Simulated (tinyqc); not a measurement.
Inside a calculation (part 3 of 3). Method: UHF in the sto-3g basis, for NH, spin multiplicity 3. Computed by tinyqc, a small Python program that keeps every step (integrals from PySCF). Command: `OMP_NUM_THREADS=1 python tinyqc.py 24791 24792 out.jsonl` (the two numbers bound the seeds that draw the settings). One thread of a shared host (Intel(R) Xeon(R) Processor @ 2.60GHz), about 0.2 s of CPU time with the checks.

Geometry (angstrom):
```
atom         x         y         z
N     0.000000  0.000000  0.000000
H     0.000000  0.000000  1.460000
```

## Iteration 4: diagonalisation and new density

extrapolated F(alpha) (hartree):
```
             1N 1s      1N 2s     1N 2px     1N 2py     1N 2pz      2H 1s
1N 1s   -15.366407  -3.925235   0.000000   0.000000  -0.013621  -0.356550
1N 2s    -3.925235  -1.996733   0.000000   0.000000  -0.032830  -0.440408
1N 2px    0.000000   0.000000  -0.473111   0.000000   0.000000   0.000000
1N 2py    0.000000   0.000000   0.000000  -0.473111   0.000000   0.000000
1N 2pz   -0.013621  -0.032830   0.000000   0.000000  -0.267569  -0.364539
2H 1s    -0.356550  -0.440408   0.000000   0.000000  -0.364539  -0.160950
```

extrapolated F(beta) (hartree):
```
             1N 1s      1N 2s    1N 2px    1N 2py     1N 2pz      2H 1s
1N 1s   -15.318976  -3.853309  0.000000  0.000000  -0.013072  -0.348231
1N 2s    -3.853309  -1.644377  0.000000  0.000000   0.007071  -0.400510
1N 2px    0.000000   0.000000  0.341724  0.000000   0.000000   0.000000
1N 2py    0.000000   0.000000  0.000000  0.341724   0.000000   0.000000
1N 2pz   -0.013072   0.007071  0.000000  0.000000  -0.027014  -0.352681
2H 1s    -0.348231  -0.400510  0.000000  0.000000  -0.352681  -0.317791
```

X:
```
                1          2          3         4          5         6
1N 1s    0.390525   0.708451   0.000000  0.000000   0.566273  0.292455
1N 2s   -0.750032  -0.455878   0.000000  0.000000   0.375393  0.482196
1N 2px   0.000000   0.000000  -0.489348  0.872089   0.000000  0.000000
1N 2py   0.000000   0.000000   0.872089  0.489348   0.000000  0.000000
1N 2pz  -0.545833   0.596794   0.000000  0.000000  -0.566113  0.333120
2H 1s    0.821732  -0.356371   0.000000  0.000000  -0.302520  0.522408
```

Diagonalise F' = X^T F X, C = X C', fill 5 alpha and 3 beta electrons from the bottom; D(s) = C_occ C_occ^T. Each column has its largest component positive (the first on a tie).

F' = X^T F X (alpha) (hartree):
```
           1          2          3          4          5          6
1  -0.735762  -2.367037   0.000000   0.000000  -2.037139  -1.070431
2  -2.367037  -5.509362   0.000000   0.000000  -5.656640  -3.580313
3   0.000000   0.000000  -0.473111   0.000000   0.000000   0.000000
4   0.000000   0.000000   0.000000  -0.473111   0.000000   0.000000
5  -2.037139  -5.656640   0.000000   0.000000  -6.858131  -4.280065
6  -1.070431  -3.580313   0.000000   0.000000  -4.280065  -3.430156
```

orbital energies (alpha) (hartree): MO1 -15.373874, MO2 -1.060575, MO3 -0.473111, MO4 -0.473111, MO5 -0.421125, MO6 0.322163

coefficients C (alpha):
```
              MO1        MO2        MO3       MO4        MO5        MO6
1N 1s    0.994138  -0.258620   0.000000  0.000000   0.048261   0.055541
1N 2s    0.024165   0.998119   0.000000  0.000000  -0.235711  -0.302357
1N 2px   0.000000   0.000000   0.822244  0.569134   0.000000   0.000000
1N 2py   0.000000   0.000000  -0.569134  0.822244   0.000000   0.000000
1N 2pz   0.001883   0.045657   0.000000  0.000000   0.752951  -0.718697
2H 1s   -0.003715   0.089987   0.000000  0.000000   0.489823   0.958454
```

F' = X^T F X (beta) (hartree):
```
           1          2         3         4          5          6
1  -0.628724  -2.317381  0.000000  0.000000  -2.003375  -1.322499
2  -2.317381  -5.410559  0.000000  0.000000  -5.779376  -3.562147
3   0.000000   0.000000  0.341724  0.000000   0.000000   0.000000
4   0.000000   0.000000  0.000000  0.341724   0.000000   0.000000
5  -2.003375  -5.779376  0.000000  0.000000  -6.725110  -4.208333
6  -1.322499  -3.562147  0.000000  0.000000  -4.208333  -3.300299
```

orbital energies (beta) (hartree): MO1 -15.323736, MO2 -0.750997, MO3 -0.364712, MO4 0.341724, MO5 0.341724, MO6 0.374753

coefficients C (beta):
```
              MO1        MO2        MO3       MO4        MO5        MO6
1N 1s    0.995411  -0.237835   0.095865  0.000000   0.000000  -0.063316
1N 2s    0.019099   0.918113  -0.445185  0.000000   0.000000   0.319875
1N 2px   0.000000   0.000000   0.000000  0.899407  -0.437113   0.000000
1N 2py   0.000000   0.000000   0.000000  0.437113   0.899407   0.000000
1N 2pz   0.001587   0.041622   0.535475  0.000000   0.000000   0.892793
2H 1s   -0.003002   0.266106   0.694817  0.000000   0.000000  -0.782994
```

D(alpha) after iteration 4:
```
            1N 1s      1N 2s    1N 2px    1N 2py     1N 2pz      2H 1s
1N 1s    1.057523  -0.245485  0.000000  0.000000   0.026402  -0.003326
1N 2s   -0.245485   1.052386  0.000000  0.000000  -0.131862  -0.025729
1N 2px   0.000000   0.000000  1.000000  0.000000   0.000000   0.000000
1N 2py   0.000000   0.000000  0.000000  1.000000   0.000000   0.000000
1N 2pz   0.026402  -0.131862  0.000000  0.000000   0.569024   0.372914
2H 1s   -0.003326  -0.025729  0.000000  0.000000   0.372914   0.248038
```

D(beta) after iteration 4:
```
            1N 1s      1N 2s    1N 2px    1N 2py     1N 2pz      2H 1s
1N 1s    1.056599  -0.242025  0.000000  0.000000   0.043014   0.000331
1N 2s   -0.242025   1.041486  0.000000  0.000000  -0.200142  -0.065064
1N 2px   0.000000   0.000000  0.000000  0.000000   0.000000   0.000000
1N 2py   0.000000   0.000000  0.000000  0.000000   0.000000   0.000000
1N 2pz   0.043014  -0.200142  0.000000  0.000000   0.288469   0.383129
2H 1s    0.000331  -0.065064  0.000000  0.000000   0.383129   0.553592
```

Within a degenerate level the vectors are fixed only up to a rotation; this is one choice.

## Iteration 13 (converged): orbitals

converged F(alpha) (hartree):
```
             1N 1s      1N 2s     1N 2px     1N 2py     1N 2pz      2H 1s
1N 1s   -15.357689  -3.929738   0.000000   0.000000  -0.010828  -0.356628
1N 2s    -3.929738  -2.023399   0.000000   0.000000  -0.037584  -0.430828
1N 2px    0.000000   0.000000  -0.478015   0.000000   0.000000   0.000000
1N 2py    0.000000   0.000000   0.000000  -0.478015   0.000000   0.000000
1N 2pz   -0.010828  -0.037584   0.000000   0.000000  -0.404628  -0.326654
2H 1s    -0.356628  -0.430828   0.000000   0.000000  -0.326654   0.002825
```

converged F(beta) (hartree):
```
             1N 1s      1N 2s    1N 2px    1N 2py     1N 2pz      2H 1s
1N 1s   -15.302782  -3.843743  0.000000  0.000000  -0.010832  -0.346540
1N 2s    -3.843743  -1.614000  0.000000  0.000000   0.009408  -0.386659
1N 2px    0.000000   0.000000  0.351408  0.000000   0.000000   0.000000
1N 2py    0.000000   0.000000  0.000000  0.351408   0.000000   0.000000
1N 2pz   -0.010832   0.009408  0.000000  0.000000   0.139627  -0.321048
2H 1s    -0.346540  -0.386659  0.000000  0.000000  -0.321048  -0.445709
```

As before.

F' = X^T F X (alpha) (hartree):
```
           1          2          3          4          5          6
1  -0.727969  -2.348460   0.000000   0.000000  -2.118306  -0.962493
2  -2.348460  -5.543651   0.000000   0.000000  -5.586245  -3.627455
3   0.000000   0.000000  -0.478015   0.000000   0.000000   0.000000
4   0.000000   0.000000   0.000000  -0.478015   0.000000   0.000000
5  -2.118306  -5.586245   0.000000   0.000000  -6.878888  -4.298997
6  -0.962493  -3.627455   0.000000   0.000000  -4.298997  -3.390388
```

orbital energies (alpha) (hartree): MO1 -15.365484, MO2 -1.082766, MO3 -0.478015, MO4 -0.478015, MO5 -0.465066, MO6 0.372420

coefficients C (alpha):
```
              MO1        MO2        MO3       MO4        MO5        MO6
1N 1s    0.993995  -0.261029   0.000000  0.000000   0.034854   0.056841
1N 2s    0.024726   1.008273   0.000000  0.000000  -0.165037  -0.315188
1N 2px   0.000000   0.000000   0.975825  0.218554   0.000000   0.000000
1N 2py   0.000000   0.000000  -0.218554  0.975825   0.000000   0.000000
1N 2pz   0.001749   0.054654   0.000000  0.000000   0.879161  -0.556448
2H 1s   -0.003774   0.059624   0.000000  0.000000   0.293745   1.037698
```

F' = X^T F X (beta) (hartree):
```
           1          2         3         4          5          6
1  -0.694905  -2.306004  0.000000  0.000000  -1.929879  -1.417958
2  -2.306004  -5.368377  0.000000  0.000000  -5.847084  -3.504418
3   0.000000   0.000000  0.351408  0.000000   0.000000   0.000000
4   0.000000   0.000000  0.000000  0.351408   0.000000   0.000000
5  -1.929879  -5.847084  0.000000  0.000000  -6.665191  -4.219490
6  -1.417958  -3.504418  0.000000  0.000000  -4.219490  -3.285879
```

orbital energies (beta) (hartree): MO1 -15.307323, MO2 -0.733036, MO3 -0.389831, MO4 0.351408, MO5 0.351408, MO6 0.415839

coefficients C (beta):
```
              MO1        MO2        MO3       MO4        MO5        MO6
1N 1s    0.995520  -0.227422   0.123772  0.000000   0.000000  -0.050066
1N 2s    0.018665   0.871089  -0.566366  0.000000   0.000000   0.252768
1N 2px   0.000000   0.000000   0.000000  0.729979  -0.683470   0.000000
1N 2py   0.000000   0.000000   0.000000  0.683470   0.729979   0.000000
1N 2pz   0.001427   0.036500   0.343952  0.000000   0.000000   0.982808
2H 1s   -0.002990   0.346888   0.814157  0.000000   0.000000  -0.619257
```

D(alpha) after iteration 13:
```
            1N 1s      1N 2s    1N 2px    1N 2py     1N 2pz      2H 1s
1N 1s    1.057377  -0.244363  0.000000  0.000000   0.018115  -0.009077
1N 2s   -0.244363   1.044463  0.000000  0.000000  -0.089945   0.011546
1N 2px   0.000000   0.000000  1.000000  0.000000   0.000000   0.000000
1N 2py   0.000000   0.000000  0.000000  1.000000   0.000000   0.000000
1N 2pz   0.018115  -0.089945  0.000000  0.000000   0.775915   0.261501
2H 1s   -0.009077   0.011546  0.000000  0.000000   0.261501   0.089855
```

D(beta) after iteration 13:
```
            1N 1s      1N 2s    1N 2px    1N 2py     1N 2pz      2H 1s
1N 1s    1.058101  -0.249623  0.000000  0.000000   0.035691   0.018903
1N 2s   -0.249623   1.079914  0.000000  0.000000  -0.162981  -0.158996
1N 2px   0.000000   0.000000  0.000000  0.000000   0.000000   0.000000
1N 2py   0.000000   0.000000  0.000000  0.000000   0.000000   0.000000
1N 2pz   0.035691  -0.162981  0.000000  0.000000   0.119637   0.292688
2H 1s    0.018903  -0.158996  0.000000  0.000000   0.292688   0.783192
```

Within a degenerate level the vectors are fixed only up to a rotation; this is one choice.

## Convergence

Stop when the energy changes by less than 1e-09 hartree and every element of the error matrix X^T (F D S - S D F) X (for each spin) is below 9e-06.

Course of the cycle:
```
iteration   E (hartree)     change  largest element of the error matrix
1          -53.60863521          -                             2.00e-01
2          -54.16880614  -5.60e-01                             7.59e-02
3          -54.19402201  -2.52e-02                             2.76e-02
4          -54.19757821  -3.56e-03                             1.65e-02
5          -54.20080334  -3.23e-03                             1.39e-02
6          -54.20884971  -8.05e-03                             1.07e-02
7          -54.21186309  -3.01e-03                             5.52e-03
8          -54.21140087   4.62e-04                             5.75e-03
9          -54.21196820  -5.67e-04                             3.52e-03
10         -54.21226606  -2.98e-04                             5.61e-04
11         -54.21227285  -6.78e-06                             1.43e-04
12         -54.21227331  -4.69e-07                             5.23e-06
13         -54.21227331  -6.73e-10                             6.80e-07
```

PySCF UHF in the same basis, after a stability check = -54.21227331 hartree

Converged in 13 iterations.

## Populations, bond orders and dipole

overlap S:
```
           1N 1s     1N 2s    1N 2px    1N 2py    1N 2pz     2H 1s
1N 1s   1.000000  0.235038  0.000000  0.000000  0.000000  0.020788
1N 2s   0.235038  1.000000  0.000000  0.000000  0.000000  0.260394
1N 2px  0.000000  0.000000  1.000000  0.000000  0.000000  0.000000
1N 2py  0.000000  0.000000  0.000000  1.000000  0.000000  0.000000
1N 2pz  0.000000  0.000000  0.000000  0.000000  1.000000  0.270790
2H 1s   0.020788  0.260394  0.000000  0.000000  0.270790  1.000000
```

Mulliken: Z minus the diagonal of D S on the atom; Loewdin: the same with S^(1/2) D S^(1/2); Mayer order: 2 sum_s sum (D(s) S)_ij (D(s) S)_ji over the two atoms.

Charges (e):
```
atom   Mulliken    Loewdin  Mulliken spin
1N    -0.015074  -0.002329       2.657956
2H     0.015074   0.002329      -0.657956
```

Mayer bond orders:
```
pair     order
2-1   0.566867
```

dipole moment about the origin, x y z (debye): 0.000000  0.000000  0.604093

<S^2> of the determinant (pure state: 2) = 2.394526
